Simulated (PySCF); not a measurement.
# Cl2H2Si: the cost of one run

The runs use PySCF 2.14.0; levels as typed in each script, gas phase, geometry from GFN2-xTB.

## (1) The system as given

SMILES `Cl[SiH2]Cl`, 5 atoms, charge 0, spin multiplicity 1.

Bond lengths: Cl1–Si2 2.009 Å, Si2–Cl3 2.009 Å, Si2–H4 1.455 Å, Si2–H5 1.455 Å. Angles: Cl1–Si2–Cl3 109.6°, Cl1–Si2–H4 108.7°, Cl1–Si2–H5 108.7°, Cl3–Si2–H4 108.7°, Cl3–Si2–H5 108.7°, H4–Si2–H5 112.5°.

Coordinates:

```
Cl   -1.6423   -0.4029    0.0000
Si    0.0000    0.7550    0.0000
Cl    1.6423   -0.4029    0.0000
H    -0.0002    1.5638    1.2093
H     0.0002    1.5638   -1.2093
```

## (2) Density, bond paths and surface potential (wB97X/def2-tzvp)

Contents of input.py:

```python
import numpy as np
from pyscf import gto, scf, dft
from pyscf.scf import atom_ks, atom_hf
from scipy.linalg import block_diag

def solve(mol, dm0=None, hcore=None):
    mf = (dft.UKS if mol.spin else dft.RKS)(mol, xc='wb97x')
    mf.grids.level = 3
    mf = mf.density_fit(auxbasis='def2-universal-jkfit')
    mf.conv_tol, mf.max_cycle = 1e-8, 80
    if hcore is not None:
        mf.get_hcore = lambda *args: hcore
    mf.kernel(dm0)
    if not mf.converged:
        mf = mf.newton().run(mf.mo_coeff, mf.mo_occ, max_cycle=30)
    assert mf.converged, 'SCF not converged'
    return mf

mol = gto.M(atom='''
Cl    -1.64227    -0.40288    -0.00001
Si     0.00001     0.75504     0.00000
Cl     1.64226    -0.40289     0.00001
H     -0.00023     1.56377     1.20929
H      0.00022     1.56377    -1.20928
''', basis='def2-tzvp', charge=0, spin=0, verbose=4)
mf = solve(mol)
mf.analyze()
# spherically averaged free atoms, for the promolecule
atm = atom_ks.get_atm_nrks(mol, xc='wb97x')
pro = block_diag(*[(atm[a[0]][2] * atm[a[0]][3]) @ atm[a[0]][2].T for a in mol._atom])
np.savez('result.npz', e=mf.e_tot, c=mf.mo_coeff, occ=mf.mo_occ, eps=mf.mo_energy, pro=pro, dip=mf.dip_moment(verbose=0), s2=mf.spin_square()[0])
```

Command:

```sh
OMP_NUM_THREADS=1 python input.py
```

**Question.** How long does this run take on 1 thread of Intel Xeon Platinum 8259CL at 2.50GHz (Skylake/Cascade Lake), shared host, and how much memory does it need?

About 9.5 s, with a peak of 0.52 GiB.
